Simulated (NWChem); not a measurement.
All runs are NWChem calculations. System: B, charge 0, spin multiplicity 2. Its SCF solution wasn't tested for a lower state. Level: UMP2/cc-pVTZ, 1 core orbitals frozen.

Job file:

```
start mol
memory heap 200 mb stack 900 mb global 1100 mb
geometry units angstroms nocenter noautoz
  B      0.000000     0.000000     0.000000
  symmetry group D2h
end
basis spherical
  * library cc-pvtz
end
scf
  uhf
  nopen 1
  maxiter 100
  thresh 1e-7
  semidirect memsize 60000000 filesize 0
  # guess.movecs holds the orbitals of an unrestricted PBE0 run
  vectors input guess.movecs output mol.movecs
end
mp2
  freeze core 1
end
task mp2 energy
```

NWChem printed:

```
             Northwest Computational Chemistry Package (NWChem) 7.3.0
             --------------------------------------------------------

                                NWChem Input Module
                                -------------------

 Scaling coordinates for geometry "geometry" by  1.889725989
 (inverse scale =  0.529177249)

                             Geometry "geometry" -> ""
                             -------------------------

 Output coordinates in angstroms (scale by  1.889725989 to convert to a.u.)

  No.       Tag          Charge          X              Y              Z
 ---- ---------------- ---------- -------------- -------------- --------------
    1 B                    5.0000     0.00000000     0.00000000     0.00000000

 Effective nuclear repulsion energy (a.u.)       0.0000000000

            Nuclear Dipole moment (a.u.)
            ----------------------------
        X                 Y               Z
 ---------------- ---------------- ----------------
     0.0000000000     0.0000000000     0.0000000000

      Symmetry information
      --------------------

 Group name             D2h
 Group number             26
 Group order               8
 No. of unique centers     1

      Symmetry unique atoms

     1


 Summary of "ao basis" -> "" (spherical)
 ------------------------------------------------------------------------------
       Tag                 Description            Shells   Functions and Types
 ---------------- ------------------------------  ------  ---------------------
 *                          cc-pvtz                   on all atoms

 Summary of "ao basis" -> "ao basis" (spherical)
 ------------------------------------------------------------------------------
       Tag                 Description            Shells   Functions and Types
 ---------------- ------------------------------  ------  ---------------------
 B                          cc-pvtz                 10       30   4s3p2d1f

                                 NWChem SCF Module
                                 -----------------

  ao basis        = "ao basis"
  functions       =    30
  atoms           =     1
  alpha electrons =     3
  beta  electrons =     2
  charge          =   0.00
  wavefunction    = UHF
  use symmetry    = T
  symmetry adapt  = T

 Summary of "ao basis" -> "ao basis" (spherical)
 ------------------------------------------------------------------------------
       Tag                 Description            Shells   Functions and Types
 ---------------- ------------------------------  ------  ---------------------
 B                          cc-pvtz                 10       30   4s3p2d1f

      Symmetry analysis of basis
      --------------------------

        ag          8
        au          1
        b1g         2
        b1u         5
        b2g         2
        b2u         5
        b3g         2
        b3u         5

 Forming initial guess at       0.1s

   Symmetry analysis of molecular orbitals - initial alpha
   -------------------------------------------------------

  Numbering of irreducible representations:

     1 ag          2 au          3 b1g         4 b1u         5 b2g
     6 b2u         7 b3g         8 b3u

  Orbital symmetries:

     1 ag          2 ag          3 b2u         4 b1u         5 b3u
     6 b2u         7 b3u         8 b1u         9 ag         10 b1g
    11 b3g        12 ag         13 ag

   Symmetry analysis of molecular orbitals - initial beta
   ------------------------------------------------------

  Numbering of irreducible representations:

     1 ag          2 au          3 b1g         4 b1u         5 b2g
     6 b2u         7 b3g         8 b3u

  Orbital symmetries:

     1 ag          2 ag          3 b1u         4 b3u         5 b2u
     6 b3u         7 b1u         8 b2u         9 ag         10 b2g
    11 ag         12 b3g        13 b1g

 Starting SCF solution at       0.1s

 ----------------------------------------------
         Quadratically convergent UHF

 Convergence threshold     :          1.000E-07
 Maximum no. of iterations :          100
 Integral*density screening:          1.000E-09
 ----------------------------------------------

              iter       energy          gnorm     gmax       time
             ----- ------------------- --------- --------- --------
                 1      -24.5303458839  1.59D-01  8.07D-02      0.1
                 2      -24.5319882279  1.45D-02  1.03D-02      0.1
                 3      -24.5320677977  1.41D-04  8.76D-05      0.1
                 4      -24.5320678037  1.91D-08  8.40D-09      0.2

       Final UHF  results
       ------------------

         Total SCF energy =    -24.532067803722
      One electron energy =    -32.368907992842
      Two electron energy =      7.836840189120
 Nuclear repulsion energy =      0.000000000000

                       Sz =      0.5000
                 Sz(Sz+1) =      0.7500
                      S^2 =      0.7604

        Time for solution =      0.1s

       Symmetry analysis of molecular orbitals - alpha
       -----------------------------------------------

  Numbering of irreducible representations:

     1 ag          2 au          3 b1g         4 b1u         5 b2g
     6 b2u         7 b3g         8 b3u

  Orbital symmetries:

     1 ag          2 ag          3 b2u         4 b3u         5 b1u
     6 b2u         7 b3u         8 b1u         9 ag         10 ag
    11 b1g        12 b3g        13 ag

       Symmetry analysis of molecular orbitals - beta
       ----------------------------------------------

  Numbering of irreducible representations:
[...]
                    ------------------------------------------

 Vector    2  Occ=1.000000D+00  E=-5.447278D-01  Symmetry=ag
              MO Center= -2.5D-20,  1.2D-16, -2.4D-20, r^2= 1.3D+00
   Bfn.  Coefficient  Atom+Function         Bfn.  Coefficient  Atom+Function
  ----- ------------  ---------------      ----- ------------  ---------------
     2      0.589446  1 B  s                  4      0.386114  1 B  s

 Vector    3  Occ=1.000000D+00  E=-3.180351D-01  Symmetry=b2u
              MO Center= -1.1D-16, -1.5D-15, -1.4D-16, r^2= 1.7D+00
   Bfn.  Coefficient  Atom+Function         Bfn.  Coefficient  Atom+Function
  ----- ------------  ---------------      ----- ------------  ---------------
     9      0.512095  1 B  py                12      0.342033  1 B  py
     6      0.339089  1 B  py

 Vector    4  Occ=0.000000D+00  E= 4.651315D-02  Symmetry=b3u
              MO Center=  1.0D-18, -9.1D-21,  2.1D-18, r^2= 3.0D+00
   Bfn.  Coefficient  Atom+Function         Bfn.  Coefficient  Atom+Function
  ----- ------------  ---------------      ----- ------------  ---------------
    11      0.701767  1 B  px                 8      0.257610  1 B  px
     5      0.225021  1 B  px

 Vector    5  Occ=0.000000D+00  E= 4.651315D-02  Symmetry=b1u
              MO Center=  2.9D-20,  5.8D-22, -2.1D-20, r^2= 3.0D+00
   Bfn.  Coefficient  Atom+Function         Bfn.  Coefficient  Atom+Function
  ----- ------------  ---------------      ----- ------------  ---------------
    13      0.701767  1 B  pz                10      0.257610  1 B  pz
     7      0.225021  1 B  pz

 Vector    6  Occ=0.000000D+00  E= 2.836377D-01  Symmetry=b2u
              MO Center=  8.9D-32, -1.7D-16,  1.6D-31, r^2= 5.2D+00
   Bfn.  Coefficient  Atom+Function         Bfn.  Coefficient  Atom+Function
  ----- ------------  ---------------      ----- ------------  ---------------
    12      1.269879  1 B  py                 9     -0.866927  1 B  py
     6     -0.205053  1 B  py

                     UHF Final Beta Molecular Orbital Analysis
                     -----------------------------------------

 Vector    2  Occ=1.000000D+00  E=-4.461890D-01  Symmetry=ag
              MO Center= -5.5D-51, -9.6D-51, -5.6D-51, r^2= 1.4D+00
   Bfn.  Coefficient  Atom+Function         Bfn.  Coefficient  Atom+Function
  ----- ------------  ---------------      ----- ------------  ---------------
     2      0.545936  1 B  s                  4      0.439002  1 B  s

 Vector    3  Occ=0.000000D+00  E= 5.717503D-02  Symmetry=b1u
              MO Center=  8.7D-35,  2.4D-49, -4.0D-35, r^2= 3.1D+00
   Bfn.  Coefficient  Atom+Function         Bfn.  Coefficient  Atom+Function
  ----- ------------  ---------------      ----- ------------  ---------------
    13      0.733559  1 B  pz                10      0.228780  1 B  pz
     7      0.216200  1 B  pz

 Vector    4  Occ=0.000000D+00  E= 5.717503D-02  Symmetry=b3u
              MO Center= -7.9D-34, -3.0D-47, -3.9D-34, r^2= 3.1D+00
   Bfn.  Coefficient  Atom+Function         Bfn.  Coefficient  Atom+Function
  ----- ------------  ---------------      ----- ------------  ---------------
    11      0.733559  1 B  px                 8      0.228780  1 B  px
     5      0.216200  1 B  px

 Vector    5  Occ=0.000000D+00  E= 9.895525D-02  Symmetry=b2u
              MO Center=  8.5D-20, -1.6D-19,  6.8D-20, r^2= 3.5D+00
   Bfn.  Coefficient  Atom+Function         Bfn.  Coefficient  Atom+Function
  ----- ------------  ---------------      ----- ------------  ---------------
    12      0.818858  1 B  py                 6      0.200507  1 B  py

 center of mass
 --------------
 x =   0.00000000 y =   0.00000000 z =   0.00000000

 moments of inertia (a.u.)
 ------------------
           0.000000000000           0.000000000000           0.000000000000
           0.000000000000           0.000000000000           0.000000000000
           0.000000000000           0.000000000000           0.000000000000

  Mulliken analysis of the total density
  --------------------------------------

    Atom       Charge   Shell Charges
 -----------   ------   -------------------------------------------------------
    1 B    5     5.00   1.96  1.08  0.20  0.75  0.25  0.49  0.26  0.00  0.00  0.00

  Mulliken analysis of the alpha density
  --------------------------------------

    Atom       Charge   Shell Charges
 -----------   ------   -------------------------------------------------------
    1 B    5     3.00   0.98  0.56  0.10  0.35  0.25  0.49  0.26  0.00  0.00  0.00

   Mulliken analysis of the beta density
   -------------------------------------

    Atom       Charge   Shell Charges
 -----------   ------   -------------------------------------------------------
    1 B    5     2.00   0.98  0.52  0.09  0.40  0.00  0.00  0.00  0.00  0.00  0.00

   Mulliken analysis of the spin density
   -------------------------------------

    Atom       Charge   Shell Charges
 -----------   ------   -------------------------------------------------------
    1 B    5     1.00  -0.00  0.04  0.01 -0.05  0.25  0.49  0.26  0.00  0.00  0.00

       Multipole analysis of the density wrt the origin
       ------------------------------------------------

     L   x y z        total         alpha         beta         nuclear
     -   - - -        -----         -----         ----         -------
     0   0 0 0     -0.000000     -3.000000     -2.000000      5.000000

     1   1 0 0      0.000000      0.000000      0.000000      0.000000
     1   0 1 0      0.000000      0.000000      0.000000      0.000000
     1   0 0 1      0.000000      0.000000      0.000000      0.000000

     2   2 0 0     -4.421253     -2.683605     -1.737649      0.000000
     2   1 1 0      0.000000      0.000000      0.000000      0.000000
     2   1 0 1     -0.000000     -0.000000     -0.000000      0.000000
     2   0 2 0     -6.872338     -5.346691     -1.525647      0.000000
     2   0 1 1      0.000000      0.000000      0.000000      0.000000
     2   0 0 2     -4.421253     -2.683605     -1.737649      0.000000

                   NWChem MP2 Semi-direct Energy/Gradient Module
                   ---------------------------------------------

  Basis functions       =     30
  Molecular orbitals    =     30
  Frozen core           =      1
  Frozen virtuals       =      0
  Active alpha occupied =      2
  Active beta occupied  =      1
  Active alpha virtual  =     27
  Active beta virtual   =     28
  Use MO symmetry       = T
  Use skeleton AO sym   = T

  AO/Fock/Back tols     =   1.0D-09  1.0D-09  1.0D-09

 GA uses MA = F    GA memory limited = T

 Available:
  local mem=  1.26D+08
 global mem=  1.44D+08
 local disk=  0.00D+00
  mp2_memr nvloc                    27
  nvloc new                    27
   1 passes of   2:        3145728                       4534                     86962.
   1 passes of   2: M    126154983           G      144177400           F     123009255.

 Semi-direct pass number   1 of   1  for UHF alpha       at        0.2s
  vrange nnbf                   465
  mp2_eaftype                    10  avail_ma_in_mb                  1099
 EAF : mp2_eaftype filesize          10      43481.
  mp2_eaf for mointskh                     10
Node 0 wrote      0.2 Mb in      0.0 s     Agg I/O rate:   326.7 Mb/s
 Done moints_semi at        0.4s
  mp2_eaftype                    10  avail_ma_in_mb                  1089
 EAF : mp2_eaftype filesize          10      43481.
  mp2_eaf for kh                    10
 Done maket at        0.4s
 Done multipass loop at        0.4s

 GA uses MA = F    GA memory limited = T

 Available:
  local mem=  1.26D+08
 global mem=  1.44D+08
 local disk=  0.00D+00
  mp2_memr nvloc                    28
  nvloc new                    28
   1 passes of   1:        3145728                       3235                     45856.
   1 passes of   1: M    126154983           G      144177400           F     123009255.

 Semi-direct pass number   1 of   1  for UHF beta        at        0.4s
  vrange nnbf                   465
  mp2_eaftype                    10  avail_ma_in_mb                  1099
 EAF : mp2_eaftype filesize          10      22928.
  mp2_eaf for mointskh                     10
Node 0 wrote      0.1 Mb in      0.0 s     Agg I/O rate:   736.8 Mb/s
 Done moints_semi at        0.5s
  mp2_eaftype                    10  avail_ma_in_mb                  1089
 EAF : mp2_eaftype filesize          10      22928.
  mp2_eaf for kh                    10
 Done maket at        0.5s
 Done multipass loop at        0.5s

          -------------------------------------------
          SCF energy                 -24.532067803722
          Correlation energy          -0.044081240154
          Singlet pairs                0.000000000000
          Triplet pairs                0.000000000000
          Total MP2 energy           -24.576149043876
          -------------------------------------------

          ---------------------------------------------------
                    Spin Component Scaled (SCS) MP2
          Same spin pairs                     -0.003210667281
          Same spin scaling factor             0.333333333333
          Opposite spin pairs                 -0.040870572872
          Opposite spin scaling fact.          1.200000000000
          SCS-MP2 correlation energy          -0.050114909874
          Total SCS-MP2 energy               -24.582182713596
          ---------------------------------------------------

 -----------------------
 Performance information
 -----------------------

 Timer overhead =  1.96D-07 seconds/call

               Nr. of calls         CPU time (s)                 Wall time (s)                GFlops
             ---------------    -------------------     ------------------------------   -------------------
Name         Min   Avg   Max    Min     Avg     Max     Min     Avg     Max   Mx/calls   Min     Max     Sum
mp2: moin     2     2     2   0.23    0.23    0.23     0.23    0.23    0.23    0.11      0.0     0.0     0.0
mp2: make     2     2     2   1.98E-3 1.98E-3 1.98E-3  1.98E-3 1.98E-3 1.98E-3 9.88E-4   0.0     0.0     0.0
mp2: tota     1     1     1   0.31    0.31    0.31     0.31    0.31    0.31    0.31      0.0     0.0     0.0

 The average no. of pstat calls per process was 5.00D+00
 with a timing overhead of 9.81D-07s

 Task  times  cpu:        0.5s     wall:        0.5s

 Total times  cpu:        0.5s     wall:        0.5s
```
